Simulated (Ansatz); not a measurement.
Born–Oppenheimer molecular dynamics of C4H4O (9 atoms, charge 0, multiplicity 1). It starts at the highest image of a converged band. Of that band: Neighbouring images differ by up to 2.8 eV, so the band resolves the path poorly. A vibrational analysis at the climbing image gives one clearly imaginary mode, 1719i cm⁻¹: a first-order saddle point.

These are results of Ansatz 0.2.0, UKS PBE0-D4/6-31G*, not measurements.

| Quantity | Value |
| --- | --- |
| ensemble | NVE (velocity Verlet) |
| time step | 0.5 fs |
| steps asked | 181 |
| starting velocities drawn for | 300 K |
| seed | 5535 |

First frame:

```xyz
9
Properties=species:S:1:pos:R:3
C -0.749 1.951 -0.193
C -0.303 0.792 -0.183
C 0.819 -0.268 -0.309
C 0.263 -1.394 0.400
O 1.748 -0.185 -1.071
H -1.261 2.890 -0.196
H 0.701 -2.385 0.281
H -0.968 -0.273 -0.124
H -0.162 -1.176 1.379
```

Task: How far do the bonds stretch over the last three quarters of this one trajectory? (Pairs bonded in most of those frames.)

Result: 
| bond | mean (Å) | spread (Å) | shortest | longest |
| --- | --- | --- | --- | --- |
| C1–C2 | 1.219 | 0.015 | 1.19 | 1.25 |
| C1–H6 | 1.071 | 0.007 | 1.06 | 1.08 |
| C2–C3 | 1.487 | 0.050 | 1.39 | 1.55 |
| C3–C4 | 1.542 | 0.056 | 1.44 | 1.67 |
| C3–O5 | 1.222 | 0.027 | 1.17 | 1.28 |
| C4–H7 | 1.110 | 0.048 | 1.02 | 1.19 |
| C4–H9 | 1.103 | 0.020 | 1.07 | 1.15 |

Mean temperature of the second half: 2157 K. The conserved energy stayed within 2.8 meV per atom of its start (net change -1.8 meV per atom), so there is no drift, though single steps change it by up to 26 meV in the whole system, a sign of fast motions only just resolved. The system heated up, since it started high on the potential surface and ran downhill. A run of 0.09 ps of so small a system gives no equilibrium averages. The orbitals stay closed-shell, which can raise the energy where a bond breaks towards radicals; this wasn't checked here.

The run took 10 min on 2 threads of Intel(R) Xeon(R) Platinum 8259CL CPU @ 2.50GHz (Skylake/Cascade Lake), with other jobs on the host, peak memory 0.25 GiB.
